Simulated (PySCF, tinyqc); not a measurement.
Inside a calculation. Method: RHF in the sto-6g basis, for CH2, spin multiplicity 1. The lowest restricted solution is unstable here: a spin-polarised one lies 0.0316 hartree lower (PySCF). One step of it, computed by the program tinyqc.

Question. Iteration 1: building the Fock matrix. J_ij = sum D_kl (ij|kl), K_ij = sum D_kl (ik|jl); F = H + J - 0.5 K; E = tr D H + tr D J / 2 - 0.25 tr D K + E_nn.

D at the start:
```
            1C 1s      1C 2s    1C 2px     1C 2py     1C 2pz      2H 1s      3H 1s
1C 1s    2.138500  -0.508321  0.000000   0.000000   0.005482  -0.017372  -0.017372
1C 2s   -0.508321   2.096035  0.000000   0.000000  -0.022322   0.081734   0.081734
1C 2px   0.000000   0.000000  0.658350   0.000000   0.000000   0.000000   0.000000
1C 2py   0.000000   0.000000  0.000000   0.609895   0.000000   0.057277  -0.057277
1C 2pz   0.005482  -0.022322  0.000000   0.000000   0.646718   0.025947   0.025947
2H 1s   -0.017372   0.081734  0.000000   0.057277   0.025947   0.966419   0.015040
3H 1s   -0.017372   0.081734  0.000000  -0.057277   0.025947   0.015040   0.966419
```

core Hamiltonian H = T + V (hartree):
```
             1C 1s      1C 2s     1C 2px     1C 2py     1C 2pz      2H 1s      3H 1s
1C 1s   -18.631083  -4.279468   0.000000   0.000000  -0.008030  -0.417901  -0.417901
1C 2s    -4.279468  -5.357095   0.000000   0.000000  -0.086922  -1.199096  -1.199096
1C 2px    0.000000   0.000000  -4.330705   0.000000   0.000000   0.000000   0.000000
1C 2py    0.000000   0.000000   0.000000  -4.425593   0.000000  -1.025039   1.025039
1C 2pz   -0.008030  -0.086922   0.000000   0.000000  -4.353808  -0.516166  -0.516166
2H 1s    -0.417901  -1.199096   0.000000  -1.025039  -0.516166  -2.731852  -0.141680
3H 1s    -0.417901  -1.199096   0.000000   1.025039  -0.516166  -0.141680  -2.731852
```

Two-electron integrals (ij|kl) in chemists' order, unique and non-zero (hartree):
```
(11|11) 3.543743    (21|11) 0.529462    (21|21) 0.100317    (22|11) 0.853596
(22|21) 0.199930    (22|22) 0.624844    (31|31) 0.021271    (32|31) 0.031868
(32|32) 0.138108    (33|11) 0.853598    (33|21) 0.199930    (33|22) 0.624843
(33|33) 0.673218    (41|41) 0.021271    (42|41) 0.031868    (42|42) 0.138108
(43|43) 0.036281    (44|11) 0.853598    (44|21) 0.199930    (44|22) 0.624843
(44|33) 0.600655    (44|44) 0.673218    (51|51) 0.021271    (52|51) 0.031868
(52|52) 0.138108    (53|53) 0.036281    (54|54) 0.036281    (55|11) 0.853598
(55|21) 0.199930    (55|22) 0.624843    (55|33) 0.600655    (55|44) 0.600655
(55|55) 0.673218    (61|11) 0.053710    (61|21) 0.009815    (61|22) 0.019308
(61|33) 0.019237    (61|41) 0.000578    (61|42) 0.001134    (61|44) 0.019407
(61|51) 0.000285    (61|52) 0.000559    (61|54) 0.000084    (61|55) 0.019279
(61|61) 0.000987    (62|11) 0.159468    (62|21) 0.038074    (62|22) 0.135111
(62|33) 0.131688    (62|41) 0.003446    (62|42) 0.025018    (62|44) 0.139947
(62|51) 0.001701    (62|52) 0.012345    (62|54) 0.004075    (62|55) 0.133699
(62|61) 0.003864    (62|62) 0.042863    (63|31) 0.003624    (63|32) 0.019732
(63|43) 0.004611    (63|53) 0.002275    (63|63) 0.004524    (64|11) 0.135763
(64|21) 0.032802    (64|22) 0.122846    (64|33) 0.117044    (64|41) 0.006081
(64|42) 0.040019    (64|44) 0.132846    (64|51) 0.001212    (64|52) 0.010011
(64|54) 0.005522    (64|55) 0.118646    (64|61) 0.003455    (64|62) 0.045986
(64|64) 0.052922    (65|11) 0.066991    (65|21) 0.016186    (65|22) 0.060617
(65|33) 0.057754    (65|41) 0.001212    (65|42) 0.010011    (65|44) 0.061001
(65|51) 0.004222    (65|52) 0.024671    (65|54) 0.006213    (65|55) 0.063095
(65|61) 0.001705    (65|62) 0.022691    (65|64) 0.023882    (65|65) 0.016308
(66|11) 0.344565    (66|21) 0.083729    (66|22) 0.338242    (66|33) 0.322888
(66|41) 0.007862    (66|42) 0.079595    (66|44) 0.359930    (66|51) 0.003880
(66|52) 0.039275    (66|54) 0.018278    (66|55) 0.331907    (66|61) 0.008558
(66|62) 0.148507    (66|64) 0.174242    (66|65) 0.085978    (66|66) 0.774999
(71|11) 0.053710    (71|21) 0.009815    (71|22) 0.019308    (71|33) 0.019237
(71|41) -0.000578   (71|42) -0.001134   (71|44) 0.019407    (71|51) 0.000285
(71|52) 0.000559    (71|54) -0.000084   (71|55) 0.019279    (71|61) 0.000953
(71|62) 0.003581    (71|64) 0.002971    (71|65) 0.001588    (71|66) 0.007869
(71|71) 0.000987    (72|11) 0.159468    (72|21) 0.038074    (72|22) 0.135111
(72|33) 0.131688    (72|41) -0.003446   (72|42) -0.025018   (72|44) 0.139947
(72|51) 0.001701    (72|52) 0.012345    (72|54) -0.004075   (72|55) 0.133699
(72|61) 0.003581    (72|62) 0.027084    (72|64) 0.021943    (72|65) 0.013977
(72|66) 0.069609    (72|71) 0.003864    (72|72) 0.042863    (73|31) 0.003624
(73|32) 0.019732    (73|43) -0.004611   (73|53) 0.002275    (73|63) 0.002540
(73|73) 0.004524    (74|11) -0.135763   (74|21) -0.032802   (74|22) -0.122846
(74|33) -0.117044   (74|41) 0.006081    (74|42) 0.040019    (74|44) -0.132846
(74|51) -0.001212   (74|52) -0.010011   (74|54) 0.005522    (74|55) -0.118646
(74|61) -0.002971   (74|62) -0.021943   (74|64) -0.015949   (74|65) -0.011165
(74|66) -0.055776   (74|71) -0.003455   (74|72) -0.045986   (74|74) 0.052922
(75|11) 0.066991    (75|21) 0.016186    (75|22) 0.060617    (75|33) 0.057754
(75|41) -0.001212   (75|42) -0.010011   (75|44) 0.061001    (75|51) 0.004222
(75|52) 0.024671    (75|54) -0.006213   (75|55) 0.063095    (75|61) 0.001588
(75|62) 0.013977    (75|64) 0.011165    (75|65) 0.009606    (75|66) 0.037399
(75|71) 0.001705    (75|72) 0.022691    (75|74) -0.023882   (75|75) 0.016308
(76|11) 0.017258    (76|21) 0.004135    (76|22) 0.015213    (76|33) 0.014844
(76|44) 0.015335    (76|51) 0.000311    (76|52) 0.002415    (76|55) 0.015460
(76|61) 0.000407    (76|62) 0.004117    (76|64) 0.003928    (76|65) 0.002398
(76|66) 0.013218    (76|71) 0.000407    (76|72) 0.004117    (76|74) -0.003928
(76|75) 0.002398    (76|76) 0.000515    (77|11) 0.344565    (77|21) 0.083729
(77|22) 0.338242    (77|33) 0.322888    (77|41) -0.007862   (77|42) -0.079595
(77|44) 0.359930    (77|51) 0.003880    (77|52) 0.039275    (77|54) -0.018278
(77|55) 0.331907    (77|61) 0.007869    (77|62) 0.069609    (77|64) 0.055776
(77|65) 0.037399    (77|66) 0.192806    (77|71) 0.008558    (77|72) 0.148507
(77|74) -0.174242   (77|75) 0.085978    (77|76) 0.013218    (77|77) 0.774999
```

nuclear repulsion = 4.34342412 hartree

Give: Coulomb J; exchange K; Fock matrix F; total energy of this density.

Answer.

Coulomb J (hartree):
```
          1C 1s   1C 2s  1C 2px   1C 2py  1C 2pz   2H 1s    3H 1s
1C 1s   11.2168  2.0151  0.0000   0.0000  0.0076  0.2002   0.2002
1C 2s    2.0151  4.8599  0.0000   0.0000  0.0790  1.0753   1.0753
1C 2px   0.0000  0.0000  4.8289   0.0000  0.0000  0.0000   0.0000
1C 2py   0.0000  0.0000  0.0000   4.9037  0.0000  0.9918  -0.9918
1C 2pz   0.0076  0.0790  0.0000   0.0000  4.8471  0.4994   0.4994
2H 1s    0.2002  1.0753  0.0000   0.9918  0.4994  3.0093   0.1216
3H 1s    0.2002  1.0753  0.0000  -0.9918  0.4994  0.1216   3.0093
```

exchange K (hartree):
```
         1C 1s   1C 2s  1C 2px   1C 2py  1C 2pz   2H 1s    3H 1s
1C 1s   7.2926  1.1392  0.0000   0.0000  0.0047  0.1283   0.1283
1C 2s   1.1392  1.7176  0.0000   0.0000  0.0497  0.5164   0.5164
1C 2px  0.0000  0.0000  0.8077   0.0000  0.0000  0.0000   0.0000
1C 2py  0.0000  0.0000  0.0000   0.9060  0.0000  0.3357  -0.3357
1C 2pz  0.0047  0.0497  0.0000   0.0000  0.8315  0.1713   0.1713
2H 1s   0.1283  0.5164  0.0000   0.3357  0.1713  0.9314   0.0891
3H 1s   0.1283  0.5164  0.0000  -0.3357  0.1713  0.0891   0.9314
```

Fock matrix F (hartree):
```
           1C 1s    1C 2s  1C 2px   1C 2py   1C 2pz    2H 1s    3H 1s
1C 1s   -11.0606  -2.8339  0.0000   0.0000  -0.0028  -0.2818  -0.2818
1C 2s    -2.8339  -1.3560  0.0000   0.0000  -0.0327  -0.3820  -0.3820
1C 2px    0.0000   0.0000  0.0944   0.0000   0.0000   0.0000   0.0000
1C 2py    0.0000   0.0000  0.0000   0.0251   0.0000  -0.2011   0.2011
1C 2pz   -0.0028  -0.0327  0.0000   0.0000   0.0775  -0.1025  -0.1025
2H 1s    -0.2818  -0.3820  0.0000  -0.2011  -0.1025  -0.1883  -0.0646
3H 1s    -0.2818  -0.3820  0.0000   0.2011  -0.1025  -0.0646  -0.1883
```

total energy of this density = -38.172471 hartree

This density is the starting one; it is not idempotent, so its energy is not variational and may lie below the converged one.
